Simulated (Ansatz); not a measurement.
# BH2S radical: one structure at several levels

The task here is to estimate one member of a computed series from the others.

The runs use Ansatz 0.2.0, Gaussian basis; single points in def2-TZVPP.

Cores are frozen in the correlated methods. Orbitals are unrestricted.

## The starting structure

SMILES `B[S]`, 4 atoms, charge 0, spin multiplicity 2.

Atoms are counted from 1 here; the program's logs count them from 0.

Bond lengths: B1–S2 1.671 Å, B1–H3 1.234 Å, B1–H4 0.897 Å. Angles: S2–B1–H3 103.2°, S2–B1–H4 126.0°, H3–B1–H4 130.6°.

As a file:

| atom | x (Å) | y (Å) | z (Å) |
| --- | --- | --- | --- |
| B1 | -0.0360 | 0.1556 | -0.1007 |
| S2 | 1.3652 | -0.3064 | 0.6835 |
| H3 | -0.8987 | -0.5582 | 0.4186 |
| H4 | -0.0932 | 0.7409 | -0.7775 |

The first run:

Contents of run/in.yaml:

```yaml
crystal:
  periodic: [false, false, false]
  atoms:
    - {symbol: B, position_ang: [-0.036000, 0.155600, -0.100700]}
    - {symbol: S, position_ang: [1.365200, -0.306400, 0.683500]}
    - {symbol: H, position_ang: [-0.898700, -0.558200, 0.418600]}
    - {symbol: H, position_ang: [-0.093200, 0.740900, -0.777500]}
basis:
  gaussian: {orbitals: def2-TZVPP}
magnetization: {spin_polarized: true, initial_magnetization: 1}
correlation: {method: ccsd_t}
scf: {omitted_lower_state_checks: [cluster_reference]}
output: {forces: true}
```

No record of the launch command was kept for these runs.

Steps of the session up to this table: CCSD(T)/def2-TZVPP; PBE0-D4/def2-TZVPP; wB97M-V/def2-TZVPP; r2SCAN-D4/def2-TZVPP; PBE-D4/def2-TZVPP; CAM-B3LYP-D4/def2-TZVPP; HSE06-D4/def2-TZVPP.

One of the session's tables, all rows but one given; the rest of the session is left out.

```
      method  RMS force component (eV/Å)  angle to CCSD(T) forces (°)  dipole (D)
     CCSD(T)                       6.412                    reference        0.30
     PBE0-D4                       6.430                          1.8        0.37
     wB97M-V                       6.344                          1.4        0.38
   r2SCAN-D4                       6.397                          1.9        0.40
      PBE-D4                       6.395                          2.2        0.33
CAM-B3LYP-D4                           ?                            ?           ?
    HSE06-D4                       6.431                          1.8        0.37
```

Q: Estimate the row for CAM-B3LYP-D4 from the others.

As computed: RMS force component (eV/Å): 6.358; angle to CCSD(T) forces (°): 1.7; dipole (D): 0.39. In the column «RMS force component (eV/Å)» it lies between wB97M-V (6.344) and PBE-D4 (6.395).
